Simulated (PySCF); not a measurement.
PySCF input (BP86/def2-SVP):

```python
from pyscf import gto, dft

mol = gto.M(
    atom='''
    P    -0.00494663   -0.00315703    0.11662516
    H     0.03811855    1.04938416   -0.84687971
    H     0.03608089   -1.00202865   -0.90249773
    ''',
    basis='def2-svp',
    charge=1,
    spin=0,
    verbose=4,
)

mf = dft.RKS(mol, xc='bp86')
mf.grids.level = 3
mf.conv_tol = 1e-9
mf.max_cycle = 100
mf.max_memory = 1500
mf.kernel()
if not mf.converged:
    mf = mf.newton()
    mf.kernel(mf.make_rdm1())
mf.dip_moment()
```

From the last part of the output:

```
DIIS = <class 'pyscf.scf.diis.CDIIS'>
diis_start_cycle = 1
diis_space = 8
diis_damp = 0
SCF conv_tol = 1e-09
SCF conv_tol_grad = None
SCF max_cycles = 100
direct_scf = True
direct_scf_tol = 1e-13
XC library pyscf.dft.libxc version 7.1.2
    S. Lehtola, C. Steigemann, M. J. T. Oliveira, and M. A. L. Marques,  SoftwareX 7, 1–5 (2018)
XC functionals = bp86
    A. D. Becke,  Phys. Rev. A 38, 3098 (1988)
    J. P. Perdew,  Phys. Rev. B 33, 8822 (1986)
    J. P. Perdew,  Phys. Rev. B 34, 7406–7406 (1986)
radial grids:
    Treutler-Ahlrichs [JCP 102, 346 (1995); DOI:10.1063/1.469408] (M4) radial grids

becke partition: Becke, JCP 88, 2547 (1988); DOI:10.1063/1.454033
pruning grids: <function nwchem_prune>
grids dens level: 3
symmetrized grids: False
atomic radii adjust function: <function treutler_atomic_radii_adjust>
small_rho_cutoff = 0
Set gradient conv threshold to 3.16228e-05
Initial guess from minao.
tot grids = 38800
init E= -342.292997419526
  HOMO = -0.304523269302706  LUMO = -0.2133269140977  gap/eV = 2.48158
cycle= 1 E= -342.043474620074  delta_E= 0.25  |g|= 0.224  |ddm|= 1.49
  HOMO = -0.621211939426259  LUMO = -0.559986310106892  gap/eV = 1.66603
cycle= 2 E= -342.051115150941  delta_E= -0.00764  |g|= 0.179  |ddm|= 0.865
  HOMO = -0.582108226608642  LUMO = -0.515160522567633  gap/eV = 1.82174
cycle= 3 E= -342.06236211657  delta_E= -0.0112  |g|= 0.0205  |ddm|= 0.335
  HOMO = -0.581292834729525  LUMO = -0.513379120387779  gap/eV = 1.84803
cycle= 4 E= -342.062554040647  delta_E= -0.000192  |g|= 0.00428  |ddm|= 0.0372
  HOMO = -0.580772268555738  LUMO = -0.51302947193828  gap/eV = 1.84338
cycle= 5 E= -342.062562169069  delta_E= -8.13e-06  |g|= 0.000165  |ddm|= 0.00594
  HOMO = -0.580810934248195  LUMO = -0.513041091914677  gap/eV = 1.84411
cycle= 6 E= -342.062562180333  delta_E= -1.13e-08  |g|= 1.29e-05  |ddm|= 0.000266
  HOMO = -0.580810331596708  LUMO = -0.513042412645127  gap/eV = 1.84406
cycle= 7 E= -342.062562180398  delta_E= -6.46e-11  |g|= 8.22e-07  |ddm|= 2.19e-05
  HOMO = -0.580809869448387  LUMO = -0.513041912941794  gap/eV = 1.84406
Extra cycle  E= -342.062562180398  delta_E= -7.96e-13  |g|= 6.65e-07  |ddm|= 2.92e-06
converged SCF energy = -342.062562180398

WARN: System has nonzero charge 1; the dipole moment is origin-dependent.
Location of origin: [0. 0. 0.]

Dipole moment(X, Y, Z, Debye):  0.04620,  0.02948, -1.08919
```

The dipole moment of an ion depends on the origin.
